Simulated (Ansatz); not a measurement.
How the band gap of cubic Cu₃N moves with the method

No measured value is used here.

| level (code) | value (eV) | cell (Å³/atom) |
|---|---|---|
| LDA (Ansatz) | 0.19 (indirect) | 13.79 |
| PBE (Ansatz) | 0.17 (indirect) | 13.79 |
| PBEsol (Ansatz) | 0.13 (indirect) | 13.79 |
| PBE-D4 (Ansatz) | 0.11 | 13.55 |
| B3LYP (VWN-RPA form) (Ansatz) | 1.51 (indirect) | 13.79 |
| HSE06 (Ansatz) | 0.93 (indirect) | 13.79 |
| PBE0 (Ansatz) | 1.55 (indirect) | 13.79 |

Computed values are for a static lattice.  PBE-D4: the gap is read on the k mesh or supercell of the run alone and can be too large. Values are at the measured cell; PBE-D4 at the level's own relaxed cell. Cutoffs and k meshes differ between the levels. Ansatz's density-functional and Hartree–Fock values are scalar-relativistic unless marked +SOC, with PAW data made under PBE.

Ansatz is an electronic-structure program.
